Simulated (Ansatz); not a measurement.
Two isomers of C3H4O: A = `C=C=CO`, B = `OC1=CC1`.

Program: Ansatz. Geometries: PBE0-D4/def2-TZVP. ΔE: electronic, gas phase. CBS: MP2 limit from def2 TZ/QZ plus the TZ coupled-cluster correction, frozen cores. Functionals use def2-TZVPP. B3LYP here is the variant with VWN-RPA as its local correlation; programs differ in this. One conformer a species, not always the lowest.

Which is lower in electronic energy at CCSD(T)/CBS, and by how much? (Best estimate.)

The calculation gave: A, by 18.4 kcal/mol.

Give E(B) − E(A) in kcal/mol with BLYP-D4, B3LYP-D4, PBE0-D4, B3LYP, B2PLYP, ωB97M-V, LDA (SPW92). (Best estimate.)

Computed: BLYP-D4 22.8, B3LYP-D4 20.9, PBE0-D4 15.4, B3LYP 21.1, B2PLYP 19.4, ωB97M-V 17.4, LDA (SPW92) 14.3. None reverses the order clearly.

Does the order hold for the free energy at 298.15 K (harmonic terms from PBE0-D4)? (Estimate.)

The calculation gave: Yes: G(B) − G(A) = +19.0 kcal/mol, for one conformer each.

Largest T1 diagnostic: 0.013.

In def2-TZVPP, CCSD(T) changes the Hartree–Fock value by −2.5 kcal/mol (the triples alone add +0.1 kcal/mol) and MP2 by −5.9 kcal/mol. Leaving LDA and LC-ωPBE aside and taking each functional with its dispersion term where it has one, the values, not all of them listed here, spread over 8.5 kcal/mol, from PBE-QIDH to BLYP-D4. LDA lies −2.9 kcal/mol from PBE without D4.
